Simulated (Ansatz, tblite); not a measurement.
Forces on Si(vinyl)H3 (C₂H₆Si) at its PBE0-D4/def2-TZVP geometry. Charge 0, multiplicity 1.

The xTB rows come from tblite.

GFN1-xTB (tblite), largest force 0.84 eV/Å:

```xyz
9
positions Å, forces eV/Å
C    -0.085    0.426   -0.587   -0.572   -0.191    0.231
C     1.228    0.582   -0.734    0.509    0.158   -0.190
Si   -0.841   -0.595    0.771   -0.327   -0.462    0.616
H    -0.743    0.921   -1.300    0.043    0.148   -0.200
H     1.938    0.115   -0.057    0.027    0.078   -0.105
H     1.654    1.182   -1.533    0.091   -0.045    0.067
H     0.246   -1.164    1.610   -0.432    0.197   -0.294
H    -1.660   -1.703    0.208    0.316    0.431    0.210
H    -1.736    0.236    1.622    0.345   -0.315   -0.334
```

GFN2-xTB (tblite), largest force 0.94 eV/Å:

```
C 0.463 0.276 -0.354
C -0.123 0.044 -0.066
Si -0.404 -0.513 0.681
H 0.097 -0.086 0.122
H -0.182 0.134 -0.193
H -0.028 -0.128 0.174
H -0.288 0.148 -0.218
H 0.224 0.283 0.087
H 0.241 -0.157 -0.234
```

PBE-D4/def2-TZVP (Ansatz), largest force 0.37 eV/Å:

```
C -0.343 -0.091 0.107
C 0.322 0.047 -0.047
Si -0.016 0.001 -0.001
H -0.170 0.108 -0.157
H 0.178 -0.104 0.151
H 0.113 0.139 -0.184
H 0.113 -0.062 0.091
H -0.094 -0.122 -0.055
H -0.102 0.085 0.096
```
